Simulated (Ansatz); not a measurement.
B₂H₇, that is [B2H7]- with one electron fewer. Charge 0, multiplicity 2. Geometry PBE0-D4/def2-TZVPD, that of the charge -1 singlet; atoms count from 1.

```xyz
9

B     0.240    0.901    0.659
H     0.209    0.307   -0.511
B    -0.251   -0.916   -0.633
H     1.161    1.646    0.351
H    -0.821    1.485    0.769
H     0.517    0.182    1.591
H     0.712   -1.648   -0.509
H    -0.584   -0.767   -1.802
H    -1.185   -1.189    0.084
```

Question: Estimate the Mulliken populations from the PBE0/def2-TZVPD orbitals of Ansatz.

Answer: 
| atom | charge (e) | spin (α − β) |
| --- | --- | --- |
| B1 | -0.44 | 0.17 |
| H2 | 0.29 | -0.01 |
| B3 | -0.43 | 0.17 |
| H4 | 0.12 | 0.18 |
| H5 | 0.04 | 0.00 |
| H6 | 0.13 | 0.16 |
| H7 | 0.04 | 0.00 |
| H8 | 0.11 | 0.17 |
| H9 | 0.14 | 0.17 |
Mulliken values and Mayer orders depend strongly on the basis. With diffuse functions, as here, like atoms can get unlike values, and bond orders can come out too low or too high.

Question: Where does the spin sit?

Answer: Summed by element: B 0.33, H 0.67, of 1 unpaired in all. Largest on single atoms: H4 0.18, H8 0.17, H9 0.17.
